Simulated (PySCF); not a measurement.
## Orbital picture of MgS

CAM-B3LYP at R = 2.142 Å; basis Mg def2-TZVPP, S def2-TZVPP; no relativity; PySCF 2.14. State: ¹Σ⁺ (singlet), closed shell. Only the outer orbitals are listed, counted within each symmetry.

```
orbital  occ.  ε (eV)  on Mg (%)           main shells (%)
     6σ     2  -53.94        100                  100 Mg p
     2π     2  -53.93        100                  100 Mg p
     2π     2  -53.93        100                  100 Mg p
     7σ     2  -18.38          9                    90 S s
     8σ     2   -8.45         38           58 S p, 36 Mg s
     3π     2   -7.05         12           87 S p, 10 Mg p
     3π     2   -7.05         12           87 S p, 10 Mg p
     9σ     0   -2.91         78  47 Mg s, 30 Mg p, 22 S p
     4π     0    0.07         95          82 Mg p, 13 Mg d
     4π     0    0.07         95          82 Mg p, 13 Mg d
```

Problem. Which are the highest filled and the lowest empty level, where do they sit, and how wide is the gap?

Solution. Highest filled 3π at -7.05 eV (in %: 87 S p, 10 Mg p); lowest empty 9σ at -2.91 eV (in %: 47 Mg s, 30 Mg p, 22 S p); the gap at CAM-B3LYP is 4.14 eV.

The bond order (Mayer) is 2.02 and the ⟨S²⟩ is 0.000. The charge on Mg (Mulliken, basis-dependent) is 0.55. The charge on Mg (Löwdin, basis-dependent) is 0.19, the dipole moment (positive dipole means Mg(−)S(+)) is -7.88 D and the polarisability along the bond is 95.0 bohr³. The polarisability across the bond is 56.9 bohr³.
